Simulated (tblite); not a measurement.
Start geometry of `CO[CH]C(C)=O` [radical] from a force field or distance geometry (Å):
```
atom  x, y, z in Å
C1    -2.2489    0.0940    0.2773
O2    -0.8677    0.3888    0.2222
C3    -0.1387   -0.6481   -0.3095
C4     1.3161   -0.5585   -0.4690
C5     2.0065    0.6825    0.0150
O6     1.9185   -1.5137   -0.9582
H7    -2.7665    0.9597    0.7189
H8    -2.4471   -0.7758    0.9085
H9    -2.6518   -0.0595   -0.7292
H10   -0.6756   -1.5289   -0.6346
H11    1.8381    0.8226    1.0771
H12    3.0799    0.5888   -0.1656
H13    1.6329    1.5485   -0.5424
```

Question: What comes out of this run: tblite 0.8.0, GFN2-xTB geometry optimisation, gas phase?

Answer: 
```
atom  x, y, z in Å
C1    -2.211    0.128    0.286
O2    -0.816    0.310    0.195
C3    -0.106   -0.689   -0.339
C4     1.307   -0.598   -0.473
C5     1.942    0.683    0.017
O6     1.956   -1.523   -0.964
H7    -2.615    1.035    0.733
H8    -2.454   -0.732    0.919
H9    -2.653   -0.023   -0.703
H10   -0.620   -1.582   -0.674
H11    1.727    0.819    1.074
H12    3.015    0.642   -0.138
H13    1.524    1.530   -0.523
```

The energy falls by 2.3 kcal/mol over 32 L-BFGS steps, the largest force on an atom goes from 1.57 to 0.007 eV/Å, and the atoms move by 0.086 Å rms after alignment. The bond that changes most is C3–C4 (ends: carbon bonded to C, O and H; carbon bonded to 2 C and O), which shortens by 0.044 Å. Bonds longer at the end by more than 0.005 Å: 1 of 12; shorter: 5. Among the angles that change most is C1–O2–C3, from 112.1° to 117.0°. Rotational constants go from 8373, 2028, 1668 to 8512, 2080, 1707 MHz. The orientation of the end geometry is arbitrary; only internal coordinates are fixed.

Its GFN2-xTB frequencies are all real (lowest 63 cm⁻¹).

One conformer stands for the species.

All values are computed, not measured.
